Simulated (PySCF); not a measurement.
Molecule: SMILES C(C#N)(F)(F)F, C₂F₃N.

Molfile (atoms numbered from 1):
```
C2F3N
     RDKit          3D

  6  5  0  0  0  0  0  0  0  0999 V2000
    2.1867    0.0841   -0.0019 N   0  0  0  0  0  0  0  0  0  0  0  0
    1.0342    0.0321   -0.0077 C   0  0  0  0  0  0  0  0  0  0  0  0
   -0.4504   -0.0375   -0.0134 C   0  0  0  0  0  0  0  0  0  0  0  0
   -0.8543   -1.0215   -0.8005 F   0  0  0  0  0  0  0  0  0  0  0  0
   -0.8985   -0.2560    1.2125 F   0  0  0  0  0  0  0  0  0  0  0  0
   -0.9546    1.1028   -0.4582 F   0  0  0  0  0  0  0  0  0  0  0  0
  1  2  3  0
  2  3  1  0
  3  4  1  0
  3  5  1  0
  3  6  1  0
M  END
```

Geometry PBE0-D3(BJ)/def2-SVP throughout; GIAO in PySCF 2.14, gas phase, one conformer, non-relativistic; equivalent atoms averaged; basis pcSseg-2.

For orientation, CAM-B3LYP gives these shifts δ (against NH3, TMS, CFCl3 at the same level): N1 316.0, C2 118.5, C3 120.5, F4/F5/F6 -53.8 ppm.

A run gave: N1 312.9, C2 116.9, C3 118.6, F4/F5/F6 -63.3 ppm (shifts δ (against NH3, TMS, CFCl3 at the same level)).

**Question.** Which functional was used in that run?
A. WP04
B. B97-2
C. mPW1PW91
D. HF

**Answer.** C. N1 tells them apart best: mPW1PW91 gives 312.9, HF gives 320.0, WP04 gives 300.1, B97-2 gives 303.5 ppm.
